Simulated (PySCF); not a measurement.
## SiS at PBE0

Computed with PBE0; PySCF, no relativity, basis sets Si def2-TZVPPD, S def2-TZVPPD.

- state: triplet, unpaired electrons π ↑↑, a mixture of terms (⟨Lz²⟩ = 2.0), a second solution, started from another occupation
- bond length: 2.173 Å
- harmonic wavenumber: 499 cm⁻¹
- force constant: 2.19 mdyn/Å
- rotational constant Be: 0.2394 cm⁻¹
- anharmonicity ωexe: 1.92 cm⁻¹
- vibration–rotation constant αe: 0.00141 cm⁻¹
- energy of the minimum from ground-state Si + S: -3.30 eV
- bond order (Mayer): 1.30
- dipole moment (positive dipole means Si(−)S(+)): -0.23 D
